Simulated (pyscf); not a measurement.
H₃Si–O–AsH₂ → HO–SiH₂–AsH₂, a concerted two-bond exchange (singlet surface; As–O, H–Si broken, As–Si, H–O formed). Optimised with ωB97X-D3(BJ)/def2-SVP in PySCF. MP2 and CC: frozen core, UHF for open shells. ΔMP2 is the change of the MP2 total energy from the triple- to the quadruple-zeta basis. Energies in kcal/mol from the reactant's lowest minimum found.

Small-basis levels: PySCF, no dispersion term, spherical d functions. 

### Question
Quick B3LYP/6-31G*+LANL2DZ single points give ΔE‡ = 95.7 kcal/mol and ΔE = -9.5 kcal/mol. What does CCSD(T)/def2-TZVPP + ΔMP2(QZVPP) give, and how far is the quick result from it?

### Answer
CCSD(T)/def2-TZVPP + ΔMP2(QZVPP) gives ΔE‡ = 96.7 kcal/mol and ΔE = -12.1 kcal/mol. B3LYP/6-31G*+LANL2DZ lies 1.1 kcal/mol under it in the barrier and 2.6 kcal/mol over it in the reaction energy, so on this step it holds to within 3.0 kcal/mol. CCSD(T)/def2-TZVPP + ΔMP2(QZVPP) has limits of its own. At the saddle there is also a short H–Si contact that neither side keeps. From the product side, HO–SiH₂• + AsH₂• lies, by one bond made or cut, 44.3 kcal/mol under this saddle at ωB97M-D3(BJ). The same reactants have a lower exit, to cyclic H₃AsOSi (SMILES O1[SiH2][AsH]1) + H₂ (barrier +67.7 kcal/mol at ωB97M-D3(BJ), against +102.4 kcal/mol here). This is the saddle that the search found; another between the same sides may lie lower. A restricted solution here is unstable towards spin polarisation, so biradical character is likely and single-reference numbers are less safe. The CCSD(T) − MP2 part came from Ansatz, without density fitting, on the same reference. The frozen core leaves the outer d or s,p core shells of the metals and heavy elements correlated in the MP2 and CC values, and def2-TZVPP describes them poorly, which can shift differences by a few kcal/mol. In the def2 sets elements up to Kr have no core potential.
